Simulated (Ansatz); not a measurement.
Input file:

```yaml
crystal:
  periodic: [false, false, false]
  atoms:
    - {symbol: Ti, position_ang: [0.000000, 0.000000, 0.000000]}
    - {symbol: S, position_ang: [0.000000, 0.000000, 2.005145]}
basis:
  gaussian: {orbitals: def2-SVP, fitting: {mean_field: def2-universal-jkfit}}
correlation: {method: fic_mrcisd_q, electrons: outside_noble_gas, active_space: {window: {electrons: 2, orbitals: 200}}}
scf: {lower_state_search: off}
```

```sh
$ ansatz run in.yaml --threads 1 --pin off --events-out ev --progress --plain --max-ram 2393MiB
```

(1) One thing in this input was set wrong on purpose, beside settings that are merely unusual. What is the gravest fault, and what does the program do?

Results:

(1) Impossible active window. How the run ends: stopped by an error.
```
these checks for a lower state are left out or cut short: stability, starts, cluster_reference, orbital_swaps, neighbouring_geometries, increment
392 factors; integrals over basis functions are off by at most 2.2e-1 eV
mean field evaluation 1: about -33886.0455 eV, gradient 4.2e1 eV
mean field evaluation 2: about -33839.3798 eV, gradient 1.5e2 eV
mean field evaluation 4: about -33894.9167 eV, gradient 4.7e0 eV
mean field evaluation 8: about -33895.4121 eV, gradient 2.5e-1 eV
mean field -33895.41299193 eV, -1245.6334523173 hartree, gradient 1.7e-6 eV, S^2 0.000000; 0 other end points of the search recorded, 0 dependent functions left out
reference -33895.41299193 eV, -1245.6334523173 hartree; 19, 19 occupied and 30, 30 virtual orbitals, 392 factors
Error: 2 electrons in 200 orbitals form no window around the highest filled level of the reference
```
